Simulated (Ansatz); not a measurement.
## Ansatz (development build ahead of 0.2.0) run

```yaml
crystal:
  periodic: [false, false, false]
  atoms:
    - { symbol: S, position_ang: [-0.00822, -0.00334, -0.96075] }
    - { symbol: S, position_ang: [-0.04791, 0.01006, 0.99977] }
basis:
  gaussian: { orbitals: def2-SVP }
total_charge: -1
magnetization:
  spin_polarized: true
  initial_magnetization: 1
hamiltonian:
  xc: hf
correlation:
  method: mp2
  frozen_orbitals: { S: 5 }
```

The input is written out in the form of the current development build from the run's settings.

The run gave:

```
Converged                                                          : yes
Reference energy                                                   : -794.81455 hartree
Correlation energy                                                 : -0.23628 hartree
Total energy                                                       : -795.05083 hartree
Spin squared of the determinant                                    : 0.762
Stability test                                                     : minimum
Occupied orbitals by symmetry in an Abelian subgroup (alpha; beta) : 5 Ag 4 B1u 2 B2g 2 B2u 2 B3g 2 B3u; 5 Ag 4 B1u 2 B2g 2 B2u 1 B3g 2 B3u
```

Messages of the program:
```
mean field -21628.00581324 eV, -794.8145536479 hartree, gradient 1.8e-6 eV, S^2 0.761673; 4 other ends of a descent, 0 dependent functions left out
```

Caution: no diffuse functions for an anion.
